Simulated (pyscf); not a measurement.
Thermochemistry of product channels of C⁻≡N⁺–CH₃ + H₂ on the singlet surface, in kcal/mol, from ωB97M-D3(BJ)/def2-TZVP energies (ideal gas, 1 atm, RRHO with modes under 100 cm⁻¹ raised to 100, one conformer, R ln 2 for rigid chiral ones). PySCF, gas phase, ωB97X-D3(BJ)/def2-SVP geometries.

| products | ΔE | ΔH(298 K) | ΔG(298 K) | ΔG(600 K) |
|---|---|---|---|---|
| CH₄ + HC≡N | -29.9 | -26.7 | -27.5 | ___ |
| [HC–NH–CH₃] [singlet] | ___ | +12.3 | +20.4 | +29.0 |

### Question
Fill in the missing entries.

### Answer

- CH₄ + HC≡N, ΔG(600 K): -28.0
- [HC–NH–CH₃] [singlet], ΔE: +5.9

These are energies of the channels, which say nothing of barriers. C⁻≡N⁺–CH₃ lies 22.5 kcal/mol over its isomer H₃C–C≡N, and others may lie lower still (electronic energy, ωB97M-D3(BJ)). [HC–NH–CH₃] [singlet] lies 43.2 kcal/mol over its isomer H₃C–CH=NH, and others may lie lower still (electronic energy, ωB97M-D3(BJ)).
